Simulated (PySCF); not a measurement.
**Electric properties by functional and basis**

Thietane, C₃H₆S.
SMILES with atom numbers: `[CH2:1]1[CH2:2][S:3][CH2:4]1` (hydrogens: H5, H6 on C1; H7, H8 on C2; H9, H10 on C4)

PySCF, dipoles from the SCF density, polarisabilities from static response with core orbitals frozen. Geometry: PBE0-D3(BJ)/def2-SVP; no solvent, vibrations or thermal averaging.

Reference dipole: 1.876 D (measured, gas; NIST CCCBDB Release 22 (SRD 101), experimental dipoles). The anisotropy is √(½[(α1 − α2)² + (α2 − α3)² + (α3 − α1)²]).

| level | μ (D) | error (%) | α (au) | anisotropy (au) |
| --- | --- | --- | --- | --- |
| LDA/def2-SVPD | 1.960 | +4.5 | 57.46 | 11.64 |
| PBE/def2-SVPD | 1.943 | +3.6 | 56.96 | 11.72 |
| B3LYP/def2-SVPD | 1.962 | +4.6 | 55.88 | 11.58 |
| PBE0/def2-SVPD | 2.019 | +7.6 | 55.16 | 11.42 |
| BHandHLYP/def2-SVPD | 2.036 | +8.5 | 54.30 | 11.37 |
| CAM-B3LYP/def2-SVPD | 1.994 | +6.3 | 54.99 | 11.18 |
| wB97X-D/def2-SVPD | 2.062 | +9.9 | 54.70 | 11.20 |
| LC-wPBE/def2-SVPD | 2.058 | +9.7 | 53.32 | 10.70 |
| HF/def2-SVPD | 2.190 | +16.7 | 53.11 | 11.20 |
| PBE0/6-31G* | 2.066 | +10.1 | 44.93 | 11.70 |
| PBE0/def2-SVP | 1.865 | -0.6 | 44.77 | 11.85 |
| PBE0/def2-TZVP | 1.936 | +3.2 | 51.94 | 13.93 |

For the dipole, the smallest error is 0.6% (PBE0/def2-SVP) and the largest 16.7% (HF/def2-SVPD). The dipole runs from 1.86 D (PBE0/def2-SVP) to 2.19 D (HF/def2-SVPD). No reference polarisability is at hand; against PBE0 in the largest diffuse basis at hand (def2-SVPD) the other PBE0 rows deviate by 6-31G* -19%, def2-SVP -19%, def2-TZVP -6%. In one basis (def2-SVPD) the functionals order the polarisability from HF (lowest) to LDA (highest), a spread of 8%. With PBE0 the polarisability is 47.22 au without diffuse functions (mean of 6-31G*, def2-SVP and def2-TZVP) and 55.16 au with them (def2-SVPD). Measured values can belong to vibrating molecules; the computed ones are for one fixed geometry.
